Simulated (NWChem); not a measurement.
Lowest excitation of CS

SMILES: [S+]#[C-]
```xyz
2

C      0.0000     0.0000     1.1192
S      0.0000     0.0000    -0.4197
```
Charge 0, spin multiplicity 1.

Everything below was run with NWChem. Structure: optimised with B3LYP/def2-SVP, a minimum by its harmonic frequencies.

Basis set: aug-cc-pVDZ.

```tsv
method	lowest vertical singlet excitation energy (eV)	relative cost	difference from EOM-CCSD
TD-PBE	4.81	1	-0.35
TDA-LDA (SVWN5)	4.91	under 3	-0.24
EOM-CCSD	5.16	under 3	0.00
CIS	5.19	under 3	+0.03
TD-B3LYP	4.86	under 3	-0.30
```

The values span 0.38 eV, from TD-PBE (lowest) to CIS (highest). Relative cost: rough, from shared machines, SCF included, TD-PBE = 1.

The correlated methods keep 6 core orbitals frozen. B3LYP has NWChem's definition, with VWN1-RPA local correlation. The structure started from a generated list of species. Differences from the coupled-cluster row are differences between methods, not errors against experiment.
